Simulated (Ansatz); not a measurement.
`[OH2+][AlH3-]`, relaxed with RKS PBE0-D4/def2-TZVP in Ansatz from a PBE-D4/def2-SVP geometry. The force threshold is 0.005 eV/Å; the program also tests the step.

Total charge 0; spin multiplicity 1.

Start:

```xyz
7

O     0.542    0.450    0.951
Al   -0.496   -0.095   -0.742
H     1.493    0.256    0.839
H     0.253   -0.065    1.731
H    -1.314    1.234   -1.120
H     0.824   -0.460   -1.601
H    -1.302   -1.319   -0.058
```

```json
{"step": "1", "energy (eV)": "-8721.0246", "largest force (eV/Å)": "0.721", "largest move (Å)": "0.000"}
{"step": "2", "energy (eV)": "-8721.0393", "largest force (eV/Å)": "0.264", "largest move (Å)": "0.024"}
{"step": "3", "energy (eV)": "-8721.0412", "largest force (eV/Å)": "0.045", "largest move (Å)": "0.008"}
{"step": "4", "energy (eV)": "-8721.0415", "largest force (eV/Å)": "0.047", "largest move (Å)": "0.024"}
{"step": "5", "energy (eV)": "-8721.0418", "largest force (eV/Å)": "0.016", "largest move (Å)": "0.012"}
{"step": "6", "energy (eV)": "-8721.0419", "largest force (eV/Å)": "0.016", "largest move (Å)": "0.015"}
{"step": "7", "energy (eV)": "-8721.0419", "largest force (eV/Å)": "0.002", "largest move (Å)": "0.010"}
{"step": "8", "energy (eV)": "-8721.0419", "largest force (eV/Å)": "0.009", "largest move (Å)": "0.014"}
{"step": "9", "energy (eV)": "-8721.0419", "largest force (eV/Å)": "0.013", "largest move (Å)": "0.009"}
{"step": "10", "energy (eV)": "-8721.0419", "largest force (eV/Å)": "0.007", "largest move (Å)": "0.001"}
{"step": "11", "energy (eV)": "-8721.0419", "largest force (eV/Å)": "0.000", "largest move (Å)": "0.002"}
```

End:

```xyz
7

O     0.522    0.428    0.948
Al   -0.490   -0.100   -0.731
H     1.474    0.334    0.827
H     0.267   -0.119    1.699
H    -1.276    1.232   -1.111
H     0.813   -0.480   -1.583
H    -1.311   -1.295   -0.049
```

Run time 18 s (2 threads of a server CPU on a shared host); peak host memory 0.18 GiB.
